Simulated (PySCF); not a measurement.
## C₂H₅, SMILES `C[CH2]` (charge 0, multiplicity 2)

All values below come from PySCF with TPSSh-D3(BJ)/def2-TZVP.

* **highest occupied spin orbital**: -5.26 eV
* **dipole moment**: 0.30 D
* **total energy**: -2155.13 eV
* **cost**: about 2.5 core-minutes (a rough figure)

Bonds (Å): C1–C2 1.487, C1–H3 1.083, C1–H4 1.083, C2–H5 1.094, C2–H6 1.094, C2–H7 1.102. Angles (°): C2–C1–H3 120.9, C2–C1–H4 120.9, H3–C1–H4 117.6, C1–C2–H5 111.7, C1–C2–H6 111.7, C1–C2–H7 111.8, H5–C2–H6 108.3, H5–C2–H7 106.5, H6–C2–H7 106.5.
Charge 0, spin multiplicity 2.
